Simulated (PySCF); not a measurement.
`InChI=1S/C5H10O/c1-3-5-6-4-2/h3H,1,4-5H2,2H3`

Geometry:
```csv
atom,x (Å),y (Å),z (Å)
C1,-2.971,0.104,0.328
C2,-1.774,0.597,0.014
C3,-0.673,-0.183,-0.624
O4,0.522,0.051,0.062
C5,1.630,-0.579,-0.514
C6,2.861,-0.243,0.292
H7,-3.220,-0.949,0.161
H8,-3.752,0.734,0.762
H9,-1.544,1.652,0.202
H10,-0.924,-1.264,-0.641
H11,-0.569,0.133,-1.687
H12,1.753,-0.252,-1.569
H13,1.476,-1.679,-0.544
H14,3.024,0.845,0.309
H15,3.752,-0.725,-0.138
H16,2.745,-0.587,1.330
```

Method used: TDDFT CAM-B3LYP/def2-TZVPD excited states, vertical, gas phase (PySCF). Geometry: PBE0-D3(BJ)/def2-SVP.

Task: How strongly do the lowest singlets absorb one photon, and two photons of half the energy?

Result: δ for parallel linear polarisation; σ at the peak of a Lorentzian of half width 0.1 eV, single beam; Ω is circular over linear.
```
state  E (eV)      f  photon λ (nm)  δ (au)  σ (GM)     Ω                                  main
   S1    6.82  0.052            363    44.7    0.76  1.49      HOMO→LUMO 0.64, HOMO→LUMO+1 0.13
   S2    6.96  0.069            356    40.3    0.71  1.38      HOMO→LUMO+1 0.78, HOMO→LUMO 0.11
   S3    7.16  0.066            346      25    0.47  1.19    HOMO−1→LUMO 0.36, HOMO→LUMO+2 0.35
   S4    7.49  0.019            331    22.1    0.45  1.06    HOMO→LUMO+3 0.56, HOMO→LUMO+4 0.14
   S5    7.55  0.331            328    8.53    0.18  1.50                    HOMO−1→LUMO+1 0.69
   S6    7.75  0.030            320    25.6    0.56  0.85  HOMO→LUMO+4 0.45, HOMO−1→LUMO+2 0.26
```

Among these, the strongest one-photon state is S5, the strongest two-photon state S1, with a dipole change of 2.7 D (relaxed, norm of the difference vector).
